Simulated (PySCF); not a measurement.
Level of theory: PySCF with TPSS-D3(BJ)/def2-TZVP // TPSS-D3(BJ)/def2-SVP. All species are isolated molecules in the gas phase. 

Reference species (SMILES): `[OH]` (neutral, multiplicity 2).

dipole moment: 1.73 D
highest occupied spin orbital: -7.32 eV

Changed species: `[NH2]` (free radical NH2; the reference has free radical OH).

Question: What does the change do to the dipole moment and highest occupied spin orbital?

Answer: the dipole moment increases by 0.18 D, to 1.91 D; the highest occupied spin orbital stays essentially unchanged.
